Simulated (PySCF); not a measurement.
Species: C3H7F.
Structure used (GFN2-xTB), in Å, numbered top down from 1:
```xyz
11
C3H7F angstrom
C     -1.1902   -0.4511    0.2131
C     -0.1170    0.5353   -0.2196
C      1.2872   -0.0360   -0.1034
F     -0.2027    1.6623    0.5848
H     -1.0134   -0.7633    1.2395
H     -1.1694   -1.3240   -0.4324
H     -2.1724    0.0109    0.1540
H     -0.3066    0.8946   -1.2401
H      1.4793   -0.3441    0.9216
H      1.3880   -0.8956   -0.7592
H      2.0227    0.7136   -0.3842
```

Computed, not measured: TDDFT PBE0/def2-SVPD, vertical, gas phase, core orbitals frozen in the response in PySCF.

Transition dipole moments from the ground state, in atomic units and in the frame of the coordinates above (overall signs are arbitrary), for the states with f of 0.002 or more among the lowest 7:

| state | E (eV) | μx | μy | μz |
| --- | --- | --- | --- | --- |
| S1 | 8.818 | 0.018 | -0.154 | -0.095 |
| S2 | 8.902 | 0.385 | 0.066 | -0.049 |
| S3 | 9.718 | 0.150 | -0.388 | 0.636 |
| S4 | 9.758 | -0.283 | -0.049 | 0.041 |
| S5 | 9.805 | 0.157 | 0.031 | -0.027 |
| S6 | 9.921 | 0.011 | -0.112 | -0.054 |
| S7 | 10.171 | 0.274 | 0.044 | -0.036 |

Task: What oscillator strength does each state have?

Result: f = (2/3) ΔE |μ|² with ΔE in hartree (27.2114 eV).

```json
{"state": "S1", "|μ|² (au)": "0.033", "|μ| (D)": "0.46", "f": "0.007"}
{"state": "S2", "|μ|² (au)": "0.155", "|μ| (D)": "1.00", "f": "0.034"}
{"state": "S3", "|μ|² (au)": "0.577", "|μ| (D)": "1.93", "f": "0.137"}
{"state": "S4", "|μ|² (au)": "0.084", "|μ| (D)": "0.74", "f": "0.020"}
{"state": "S5", "|μ|² (au)": "0.026", "|μ| (D)": "0.41", "f": "0.006"}
{"state": "S6", "|μ|² (au)": "0.015", "|μ| (D)": "0.32", "f": "0.004"}
{"state": "S7", "|μ|² (au)": "0.078", "|μ| (D)": "0.71", "f": "0.019"}
```

Task: What is the point group, and which symmetry does each of these states have?

Result: Cs. Polarised normal to the mirror plane, so A″: S2, S4, S5 and S7. Polarised in the mirror plane, so A′: S1, S3 and S6.

Task: What angle do the transition dipoles of S2 and S4 make?

Result: |cos θ| = |μa·μb| / (|μa| |μb|) = 1.00, so θ ≈ 1° (taken between 0 and 90°, since the signs are arbitrary).

Task: What peak molar absorption coefficient would the strongest computed level give as a lone Gaussian band 0.5 eV wide at half height?

Result: ε(max) = 2.175×10⁸ f / FWHM, with the width in cm⁻¹. S3: 2.175×10⁸ × 0.1375 / 4033 ≈ 7400 L mol⁻¹ cm⁻¹.

Without π bonds the low states may be Rydberg-like; a valence basis with one diffuse set may place them up to an eV too high.
